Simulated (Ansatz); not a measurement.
## How the equilibrium volume per atom of anatase TiO2 (metastable phase) moves with the method

No measured value is used here.

| level (code) | value (Å³/atom) |
|---|---|
| LDA (Ansatz) | 11.02 |
| PBE (Ansatz) | ___ |
| r²SCAN+rVV10 (Ansatz) | 11.32 |

### Question
Complete the blanks.

### Answer

- PBE (Ansatz, a program for electronic structure), value (Å³/atom): 11.67

Cutoffs differ between the levels. Ansatz's density-functional and Hartree–Fock values are scalar-relativistic unless marked +SOC, with PAW data made under PBE.
